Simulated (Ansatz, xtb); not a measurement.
# Two isomers of C2H2S

Structure I is `C1=CS1`, a singlet and structure II is `C#CS`, a singlet. Both are isolated molecules in the gas phase, relaxed with PBE0-D3(BJ)/pcseg-1.

Quicker runs give these differences E(II) − E(I): GFN2-xTB −0.609 eV; HF/STO-3G −1.333 eV (at GFN2-xTB geometries); r2SCAN-D4/def2-SVP −0.694 eV (at GFN2-xTB geometries).

Problem. Estimate E(II) − E(I) at the level CCSD(T)/def2-TZVPP.

Solution. Calculated at CCSD(T)/def2-TZVPP: E(II) − E(I) = −0.766 eV, so structure II lies lower.

Level by level:

```tsv
level	geometry	E(II) − E(I) (eV)	departure from the last row (eV)	job, with rough time for the two
GFN2-xTB	GFN2-xTB	−0.609	+0.157	optimisation, 0.77 s
HF/STO-3G	GFN2-xTB	−1.333	−0.567	single point, 0.85 s
r2SCAN-D4/def2-SVP	GFN2-xTB	−0.694	+0.072	single point, 5.8 s
PBE0-D3(BJ)/pcseg-1	PBE0-D3(BJ)/pcseg-1	−0.606	+0.160	optimisation, 33 s
HF/def2-TZVPP	PBE0-D3(BJ)/pcseg-1	−0.960	−0.194	part of the CCSD(T) run
MP2/def2-TZVPP	PBE0-D3(BJ)/pcseg-1	−0.776	−0.009	part of the CCSD(T) run
CCSD(T)/def2-TZVPP	PBE0-D3(BJ)/pcseg-1	−0.766		single point, 51 s
```

As drawn, II has 1 C≡C, 1 S–H in place of 1 C=C, 1 C–S, 1 C–H. Structure I has a 3-membered ring, II no ring.

The levels shown agree on the order. The largest departure from CCSD(T)/def2-TZVPP is that of HF/STO-3G, 0.567 eV.

With harmonic frequencies from PBE0-D3(BJ)/pcseg-1 (ideal gas, rigid rotor, one conformer each, 298.15 K, 1 atm): on the last row, ΔE + ΔZPE = −0.820, ΔH = −0.806, ΔG = −0.835 eV.

The correlated steps freeze 7 core orbitals. Programs: Ansatz 0.2.0, xtb 6.7.1; the last row on 1 thread of AMD EPYC (Zen 3) on a shared host.
